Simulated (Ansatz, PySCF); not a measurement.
Species: sodium chloride, NaCl, net charge 0, singlet state. SMILES: [Na][Cl]
Geometry: optimised at B3LYP-D3(BJ)/def2-TZVP (Ansatz, an electronic-structure program).

PBE beside other levels, property by property. Cores are frozen in the correlated levels unless marked. Open shells are spin-unrestricted. No spin-orbit coupling. Non-relativistic. CBS marks a two-point X^-3 extrapolation of the correlation energy; Hartree-Fock from the larger set. Rows marked 298 K are enthalpies with B3LYP-D3(BJ) harmonic zero-point and thermal terms from PySCF. Enthalpies of formation rest on the atoms' values in the G2/97 table (older ones for B and Si), with no core term in the frozen-core levels. The coupled-cluster column (Ansatz) is a level with limits of its own: CCSD(T)/CBS(def2-TZVPPD,def2-QZVPPD).

```
property                                                                  r2SCAN/def2-TZVPD (Ansatz)  B2PLYP-D3(BJ)/def2-TZVPD (Ansatz + dftd3)  B2PLYP/def2-TZVPD (Ansatz)  coupled cluster  measured
------------------------------------------------------------------------  --------------------------  -----------------------------------------  --------------------------  ---------------  --------
enthalpy of formation at 298 K by atomisation (kcal/mol)                                       -42.8                                      -40.5                       -39.9            -45.1     -43.6
Cl-Na bond dissociation enthalpy, 298 K, to Na atom + Cl atom (kcal/mol)                        97.4                                       95.1                        94.5             99.7         -
```

Measured values: G2/97 table in ASE (Curtiss et al.); they hold spin-orbit effects, which all levels lack, and core correlation, which the frozen-core levels lack. This is an older compilation, not checked against later work.

Task: What does PBE/def2-TZVPD (Ansatz) give for each property, and on which side of the measured value, or else of coupled cluster, does it fall?

Result: 
- enthalpy of formation at 298 K by atomisation: PBE lies 3.7 kcal/mol above the measured value; PBE gives -39.9 kcal/mol.
- Cl-Na bond dissociation enthalpy, 298 K, to Na atom + Cl atom: PBE lies 5.2 kcal/mol below coupled cluster; PBE gives 94.5 kcal/mol.
